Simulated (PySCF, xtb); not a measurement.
## CH2OSi: which of two structures lies lower

Structure a is `C=[Si]=O`, a singlet and structure b is a singlet given by its coordinates. Both are isolated molecules in the gas phase, relaxed with B3LYP/6-31G*.

a (Å):

```yaml
atoms:
  - { symbol: C, position_ang: [-2.0269, -1.2328, -1.6624] }
  - { symbol: O, position_ang: [-0.0973, 1.2571, -2.2329] }
  - { symbol: Si, position_ang: [-1.0839, 0.1967, -1.7479] }
  - { symbol: H, position_ang: [-1.7369, -1.9685, -0.9152] }
  - { symbol: H, position_ang: [-3.0969, -1.1276, -1.8289] }
```

b (Å):

```xyz
5

C    -1.6859   -1.0790   -0.8104
O    -1.7836   -1.7838    0.0900
Si   -1.5470    0.3804   -2.0049
H    -2.6481   -0.2250   -2.8469
H    -0.3547   -0.2844   -2.6561
```

Close contacts (Å): C1–O2 1.15, C1–Si3 1.89, Si3–H4 1.51, Si3–H5 1.51.

Q: Estimate E(b) − E(a) at the level CCSD(T)/def2-TZVP.

A: Calculated at CCSD(T)/def2-TZVP: E(b) − E(a) = −3.7 kcal/mol, so structure b lies lower.

The same difference at several levels:

```csv
level,geometry,E(b) − E(a) (kcal/mol),departure from the last row (kcal/mol),"job, with rough time for the two"
GFN2-xTB,GFN2-xTB,+56.5,+60.3,"optimisation, 0.068 s"
HF/STO-3G,GFN2-xTB,−54.2,−50.5,"single point, 1.1 s"
r2SCAN-D4/def2-SVP,GFN2-xTB,−3.5,+0.2,"single point, 6.1 s"
B3LYP/6-31G*,B3LYP/6-31G*,−14.3,−10.6,"optimisation, 30 s"
HF/def2-TZVP,B3LYP/6-31G*,−13.3,−9.6,part of the CCSD(T) run
MP2/def2-TZVP,B3LYP/6-31G*,+2.2,+5.9,part of the CCSD(T) run
CCSD(T)/def2-TZVP,B3LYP/6-31G*,−3.7,,"single point, 47 s"
```

GFN2-xTB, MP2/def2-TZVP put the two in the other order. The largest departure from CCSD(T)/def2-TZVP is that of GFN2-xTB, 60.3 kcal/mol.

With thermal terms from frequencies at re-optimised GFN2-xTB minima (ideal gas, soft modes damped towards free rotors, one conformer each, 298.15 K, 1 atm): on the last row, ΔE + ΔZPE = −6.8, ΔH = −6.6, ΔG = −7.2 kcal/mol.

The T1 diagnostic of structures a and b is large, so the coupled-cluster value is less sure. The correlated steps freeze 7 core orbitals. Codes used: PySCF 2.14.0, xtb 6.7.1 (Pople sets with spherical d functions); the last row on 2 threads of Arm Neoverse V2 on a shared host.
